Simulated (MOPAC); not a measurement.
MOPAC input (PM3):

```
PM3 1SCF CHARGE=-1 GEO-OK AUX(PRECISION=9) THREADS=1
C2H3O

C     0.13024566 1    0.85108141 1   -0.45470947 1
O    -0.00376065 1   -0.00303305 1    0.86250643 1
C     0.02493219 1   -0.64005001 1   -0.38613383 1
H    -0.92028812 1    1.20080584 1   -0.62002850 1
H    -0.89689779 1   -1.18874982 1   -0.64519838 1
H     0.91620393 1   -1.25398011 1   -0.58976473 1
```

From the last part of the output:

```
                                                       MOPAC v23.2.5 Linux

          FINAL HEAT OF FORMATION =         29.44224 KCAL/MOL =     123.18631 KJ/MOL

          COSMO AREA              =         78.81 SQUARE ANGSTROMS
          COSMO VOLUME            =         61.40 CUBIC ANGSTROMS

          IONIZATION POTENTIAL    =          1.752506 EV
          HOMO LUMO ENERGIES (EV) =         -1.753  9.212
          NO. OF FILLED LEVELS    =          9
          MOLECULAR WEIGHT        =         43.0451         POINT GROUP:  C1

          MOLECULAR DIMENSIONS (Angstroms)

            Atom       Atom       Distance
            H     6    H     4     3.06588
            H     5    O     2     2.07779
            O     2    C     1     1.34986

          SCF CALCULATIONS        =          1

   ATOM   CHEMICAL          X               Y               Z
  NUMBER   SYMBOL      (ANGSTROMS)     (ANGSTROMS)     (ANGSTROMS)

     1       C          0.13024566  *   0.85108141  *  -0.45470947  *
     2       O         -0.00376065  *  -0.00303305  *   0.86250643  *
     3       C          0.02493219  *  -0.64005001  *  -0.38613383  *
     4       H         -0.92028812  *   1.20080584  *  -0.62002850  *
     5       H         -0.89689779  *  -1.18874982  *  -0.64519838  *
     6       H          0.91620393  *  -1.25398011  *  -0.58976473  *

                             CARTESIAN COORDINATES

   1    C        0.130245660     0.851081410    -0.454709470
   2    O       -0.003760650    -0.003033050     0.862506430
   3    C        0.024932190    -0.640050010    -0.386133830
   4    H       -0.920288120     1.200805840    -0.620028500
   5    H       -0.896897790    -1.188749820    -0.645198380
   6    H        0.916203930    -1.253980110    -0.589764730

           Empirical Formula: C2 H3 O  =     6 atoms

      MOLECULAR POINT GROUP   :   C1

                  EIGENVALUES
 -31.54485 -19.50403 -14.75722 -10.37931  -9.34389  -6.73103  -4.79983  -4.66864
  -1.75251   9.21187   9.63063  10.04999  10.56772  11.24764  11.58731

              NET ATOMIC CHARGES AND DIPOLE CONTRIBUTIONS

  ATOM NO.   TYPE          CHARGE      No. of ELECS.   s-Pop       p-Pop
    1          C          -0.391471        4.3915     1.62862     2.76285
    2          O          -0.433083        6.4331     1.90785     4.52524
    3          C          -0.059781        4.0598     1.16062     2.89916
    4          H          -0.088586        1.0886     1.08859
    5          H          -0.025433        1.0254     1.02543
    6          H          -0.001646        1.0016     1.00165
 DIPOLE           X         Y         Z       TOTAL
 POINT-CHG.     0.350    -1.628    -0.277     1.688
 HYBRID        -1.759    -1.344     0.441     2.257
 SUM           -1.409    -2.972     0.164     3.293

          ATOMIC ORBITAL ELECTRON POPULATIONS

     Atom    s        px        py        pz
    1  C   1.62862   1.16440   0.88574   0.71271
    2  O   1.90785   1.96685   1.41362   1.14477
    3  C   1.16062   0.91513   1.01028   0.97375
    4  H   1.08859
    5  H   1.02543
    6  H   1.00165

 **********************
 *                    *
 * JOB ENDED NORMALLY *
 *                    *
 **********************

 == MOPAC DONE ==
```

The dipole moment of an ion depends on the origin.

The geometry given is a B3LYP-D3(BJ)/def2-TZVP minimum.
